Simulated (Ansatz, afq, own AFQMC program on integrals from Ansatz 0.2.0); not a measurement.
Integrals from Ansatz 0.2.0, then the random walk in our own AFQMC program (afq).

```yaml
crystal:
  periodic: [false, false, false]
  atoms:
    - {symbol: Se, position_ang: [0.000000, 0.000000, 0.000000]}
basis:
  gaussian: {orbitals: cc-pVTZ}
magnetization: {spin_polarized: true, initial_magnetization: 2}
correlation: {method: ccsd_t, electrons: outside_noble_gas, hamiltonian_folder: ham}
```

```sh
$ ansatz run in.yaml --threads 1 --pin off --events-out ev --progress --plain --max-ram 24576MiB --backend cuda --devices 0, --max-vram 18GiB
```

Options of the walk:

```
--method phaseless --trial hf --walkers 4000 --populations 20 --least-time 40 --time-step 0.005 --steps-per-block 20 --equilibration-blocks 112 --max-blocks 4000 --target-error 0.00045 --factor-cut 1e-05 --start spin_pure --seed 8360 --taylor-order 6
```

Times are imaginary, in 1/Eh. The walk had a cap of 49 s. With eight or more populations the least sampling time is a fifth of least-time, and the error comes from their spread. Filled inner d shells are frozen with the cores.

Output of the walk:

```
orbitals 29  electrons 4 2  factors 200 of 276
reference energy -2399.87208747 Eh
CCSD correlation -0.11870477 Eh in 8 cycles, weight of the determinant in the CISD state 0.9382
energy of the start -2399.872187 Eh
 block  time / (1/Eh)  mean weight  energy / Eh
     1     0.100  1.0004  -2399.895671
     2     0.200  1.0007  -2399.913753
     3     0.300  1.0005  -2399.928495
     4     0.400  1.0007  -2399.938516
     5     0.500  1.0004  -2399.947604
     9     0.900  1.0003  -2399.970625
    25     2.500  0.9999  -2399.993214
    49     4.900  1.0001  -2399.995082
    67     6.700  0.9999  -2399.996922
    73     7.300  0.9999  -2399.996907
    97     9.700  1.0000  -2399.994496
   121    12.100  0.9998  -2399.992910
   145    14.500  1.0000  -2399.992788
   151    15.100  0.9998  -2399.987843
   169    16.900  0.9997  -2399.992040
   193    19.300  1.0000  -2399.991332
   217    21.700  1.0001  -2399.991705
   241    24.100  1.0000  -2399.993268
error from the spread of 20 populations
energy -2399.992239 +/- 0.000445 Eh
(rows thinned)
```

The run passed its tests (sampling time, drift between the halves within three errors, error under three times the target), which doesn't prove that it has relaxed.

Against this walk (error 12.1 meV) on the same determinant: CCSD(T) 59.0 meV lower, CCSDT(Q) 77.8 meV lower, CCSDTQ 78.1 meV lower, full CI 78.1 meV lower, a separate phaseless walk with a CISD trial and standard settings 71.4 ± 12.2 meV lower. The error is statistical and leaves out the bias of the constraint. Full CI is exact here, so the walk's 78 meV above it is the walk's own error: the bias of the constraint with this trial.

Cautions: constraint bias not in the error; no relativity below Rb; no spin-orbit coupling; inner d shell frozen.

The walk took 19 s on 1 × NVIDIA H100 80GB HBM3 with 2 threads of AMD EPYC 7R13 Processor (Zen 3) (shared host) (the card was shared). The log's last line is the phaseless energy.

CCSDT and higher add their correlation energy to the determinant of the CCSD(T) run, since their own runs factorise the integrals more tightly (a shift of under 2 meV). A walk keeps the symmetry of its determinant, which the program's search chose and which needn't be the lowest solution, so a lower state of the same spin and another symmetry isn't excluded.
